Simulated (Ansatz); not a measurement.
Rock-salt MgS, treated with rVV10 (Ansatz, an electronic-structure program, plane waves, PAW).

Run with plane-wave cutoff 520 eV, 12×12×12 k mesh, Fermi–Dirac smearing 0.01 eV, scalar-relativistic PAW data made under PBE.

A third-order Birch–Murnaghan fit to the energies gives V0 = 17.979 Å³/atom, B0 = 74.1 GPa, B′ = 4.1.

```json
[
 {"V (Å³/atom)": "16.898", "P (GPa)": "5.21"},
 {"V (Å³/atom)": "17.258", "P (GPa)": "3.30"},
 {"V (Å³/atom)": "17.618", "P (GPa)": "(withheld)"},
 {"V (Å³/atom)": "17.977", "P (GPa)": "0.01"},
 {"V (Å³/atom)": "18.337", "P (GPa)": "(withheld)"},
 {"V (Å³/atom)": "18.696", "P (GPa)": "-2.68"},
 {"V (Å³/atom)": "19.056", "P (GPa)": "(withheld)"}
]
```

### Question
Estimate the withheld pressures from this fit; the answers are the runs' own values.

### Answer

- 17.618, P (GPa): 1.57
- 18.337, P (GPa): -1.40
- 19.056, P (GPa): -3.83

The formula P = (3/2) B0 (x^(7/3) − x^(5/3)) [1 + (3/4)(B′ − 4)(x^(2/3) − 1)] with x = V0/V meets the computed pressures within 0.01 GPa when these rounded values are put in.

Measured, for comparison: bulk modulus 81 GPa, equilibrium volume per atom 17.45 Å³/atom (corrected for zero-point motion; as tabulated in Goldzak et al. (2022), arXiv:2208.04865). Computed (rounded) less measured: bulk modulus -9 %, equilibrium volume per atom +3.0 %.

Static lattice: no zero-point or thermal effects.
